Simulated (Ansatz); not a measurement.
## hcp Cd

Level of theory: r²SCAN-D4 (Ansatz, a quantum-chemistry and plane-wave program, PAW).

Run with plane-wave cutoff 560 eV, 24×24×10 k mesh (along the axes of the cell as run), Fermi–Dirac smearing 0.05 eV, scalar-relativistic PAW data made under PBE.

Cell: relaxed at this level.

```yaml
volume_per_atom: 21.54 Å³/atom
bulk_modulus: 48.8 GPa
lattice_parameter_a: 2.959 Å
c axis length: 5.680 Å
band_gap: none
```

Measured, for comparison: bulk modulus 53.8 GPa (zero-point energy and finite temperature contributions removed, our sources range from 50.7 to 53.8; as tabulated in doi:10.1021/acs.jctc.3c00612); lattice constant a 2.979 Å, lattice parameter c 5.617 Å (293 K, no zero-point or thermal correction; as tabulated in Wikipedia's data pages). Computed (rounded) less measured: bulk modulus -9 % (-4 % to -9 % over the range), lattice constant a -0.7 %, lattice parameter c +1.1 %. A static lattice is as a rule a little smaller and stiffer than an uncorrected measurement, which narrows the difference in the lattice constant a and would widen misses of the other sign.

Note: the bulk modulus comes from volumes at which shape and atoms were relaxed.

Spin–orbit coupling is not included.

The result took roughly 16 core-minutes.
